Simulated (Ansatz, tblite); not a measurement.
# The cluster Be₂S₂−: a ladder of methods and basis sets

How do method and basis change the picture of the cluster Be₂S₂− (doublet)?

Method: as each input shows; program: Ansatz 0.2.0, Gaussian basis.

The runs, in order: GFN1-xTB, GFN2-xTB, PBE-D4/def2-TZVPD, r2SCAN-D4/def2-TZVPD, r2SCAN0-D4/def2-TZVPD, B97M-V/def2-TZVPD, B2PLYP/def2-TZVPD, HSE06-D4/def2-TZVPD, r2SCANh-D4/def2-TZVPD, PBE-D4/def2-SVPD, PBE0-D4/def2-SVPD, HF/STO-3G, CCSD(T)/def2-TZVPPD, MP2/def2-TZVPD, RPA/def2-TZVPD.

### 1 The relaxed structure

The geometry is that of the doublet, from an earlier relaxation (PBE0-D4/def2-TZVPD). At that level it is the lowest of the isomers that a small search found.

4 atoms, charge -1, spin multiplicity 2.

Bond lengths: Be1–S3 1.948 Å, Be1–S4 1.948 Å, Be2–S3 1.948 Å, Be2–S4 1.948 Å. Angles: S3–Be1–S4 116.4°, S3–Be2–S4 116.4°, Be1–S3–Be2 63.6°, Be1–S4–Be2 63.6°.

The ion is computed in the gas phase, without counter-ions or solvent.

PBE0-D4/def2-TZVPD was run before; its log isn't repeated, and its numbers join the tables.

### 2 GFN1-xTB

Tight binding, by tblite at 300 K electronic temperature and without a spin-polarisation term:

```python
tblite.interface.Calculator('GFN1-xTB', numbers, positions, charge=-1, uhf=1).singlepoint()
```

Energy -248.4899 eV; 0.002 s.

### 3 GFN2-xTB

Tight binding, by tblite at 300 K electronic temperature and without a spin-polarisation term:

```python
tblite.interface.Calculator('GFN2-xTB', numbers, positions, charge=-1, uhf=1).singlepoint()
```

Energy -220.5473 eV; 0.003 s.

### 4 PBE-D4/def2-TZVPD

start.molden holds the orbitals of an earlier run on this state, given as this run's starting guess.

Contents of in.yaml:

```yaml
crystal:
  periodic: [false, false, false]
  atoms:
    - {symbol: Be, position_ang: [1.015203, 0.144702, 0.052051]}
    - {symbol: Be, position_ang: [-1.015305, -0.144702, -0.052149]}
    - {symbol: S, position_ang: [-0.243061, 1.619390, 0.239820]}
    - {symbol: S, position_ang: [0.243163, -1.619390, -0.239721]}
basis:
  gaussian: {orbitals: def2-TZVPD, initial_orbitals: start.molden}
total_charge: -1
magnetization: {spin_polarized: true, initial_magnetization: 1}
hamiltonian: {xc: pbe, dispersion: d4}
scf: {omitted_lower_state_checks: [starts]}
output: {orbitals: {seedname: orbitals}}
```

Run with:

```
> ansatz run in.yaml --threads 4 --pin off --events-out ev --progress --plain --max-ram 3916MiB
```

After this run come: r2SCAN-D4/def2-TZVPD; r2SCAN0-D4/def2-TZVPD; B97M-V/def2-TZVPD; B2PLYP/def2-TZVPD; HSE06-D4/def2-TZVPD; r2SCANh-D4/def2-TZVPD; PBE-D4/def2-SVPD; PBE0-D4/def2-SVPD; HF/STO-3G; CCSD(T)/def2-TZVPPD; MP2/def2-TZVPD; RPA/def2-TZVPD.

Before running them: what should the planned runs give, taken together? Wanted: gap in def2-TZVPD, named functionals, smallest and largest; correlation energy, CCSD(T)/def2-TZVPPD; correlation energy, MP2/def2-TZVPD; ⟨S²⟩ in def2-TZVPD, named functionals, smallest and largest; PBE0 total energy, smallest basis above largest.

As calculated:

| quantity | value |
| --- | --- |
| gap in def2-TZVPD, named functionals, smallest and largest | 0.93 eV (B97M-V), 2.66 eV (r2SCAN0-D4) |
| correlation energy, CCSD(T)/def2-TZVPPD | -14.94 eV |
| correlation energy, MP2/def2-TZVPD | -13.13 eV |
| ⟨S²⟩ in def2-TZVPD, named functionals, smallest and largest | 0.761, 0.777 |
| PBE0 total energy, smallest basis above largest | 8.21 eV (def2-SVPD, def2-TZVPD) |

**Reading.** Orbital gaps of the named functionals in def2-TZVPD span 0.93 eV (B97M-V) to 2.66 eV (r2SCAN0-D4); exact exchange widens it. Over the named functionals in def2-TZVPD spin contamination reaches 0.03 (r2SCAN0-D4), which is small. PBE-D4, r2SCAN-D4, B97M-V, r2SCANh-D4, HSE06-D4 put the HOMO above zero: the outermost electron is held by the basis alone.
